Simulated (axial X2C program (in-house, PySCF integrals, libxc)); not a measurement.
**Levels of BCl⁻ by electron attachment to BCl (EOM-EA-CCSD)**

Calculated with an in-house all-electron X2C program for linear molecules (integrals from PySCF): two-component X2C with atomic mean-field Coulomb and Gaunt terms, Gaussian nuclei, basis Cl dyall-av3z, B dyall-av3z with contracted cores.

R = 1.586 Å (0.920 times 1.724 Å, the PBE0 minimum at charge 0 for the lowest determinant).

Levels of BCl⁻ obtained by attaching an electron to BCl:

```json
{"Ω": "1/2", "binding energy (eV)": "-0.639", "above lowest (cm⁻¹)": "0", "attached spinor": "80% B pπ, 8% Cl dπ", "one-particle weight": "0.96"}
{"Ω": "3/2", "binding energy (eV)": "-0.641", "above lowest (cm⁻¹)": "15", "attached spinor": "80% B pπ, 8% Cl dπ", "one-particle weight": "0.96"}
{"Ω": "1/2", "binding energy (eV)": "-0.685", "above lowest (cm⁻¹)": "373", "attached spinor": "49% B pσ, 35% B sσ, 12% Cl pσ", "one-particle weight": "0.99"}
{"Ω": "1/2", "binding energy (eV)": "-1.094", "above lowest (cm⁻¹)": "3672", "attached spinor": "54% B sσ, 44% B pσ", "one-particle weight": "0.99"}
{"Ω": "3/2", "binding energy (eV)": "-1.143", "above lowest (cm⁻¹)": "4062", "attached spinor": "75% B pπ, 13% Cl dπ", "one-particle weight": "0.95"}
{"Ω": "1/2", "binding energy (eV)": "-1.145", "above lowest (cm⁻¹)": "4081", "attached spinor": "75% B pπ, 14% Cl dπ", "one-particle weight": "0.95"}
{"Ω": "1/2", "binding energy (eV)": "-2.515", "above lowest (cm⁻¹)": "15131", "attached spinor": "70% Cl pσ, 10% Cl dσ, 9% B dσ", "one-particle weight": "0.99"}
```

Negative binding energies belong to unbound states, resonances or levels that the basis set holds; within some tenths of an eV of zero the sign is not settled.

This point took 15 s on 1 thread of Intel(R) Xeon(R) Processor @ 2.30GHz, with other jobs on the host.

Reference electrons by ω block (each with its −ω partner): 1/2: 9, 3/2: 2. 10 electrons of BCl correlated (inner shells frozen), 92 natural virtual spinors (a truncated set); levels can be off by some tenths of an eV. Roots sought by Ω: (1/2: 5, 3/2: 4, 5/2: 2, 7/2: 1); rows need 60 % one-particle weight and stop where some Ω has no more roots. Missing are any skipped roots, higher Ω and states of a further excitation; these come out far too high here and may in truth be low or lowest. T1 of the reference 0.014 (Lee–Taylor). Number of frozen shells: Cl 2 s, 1 p; B 1 s.
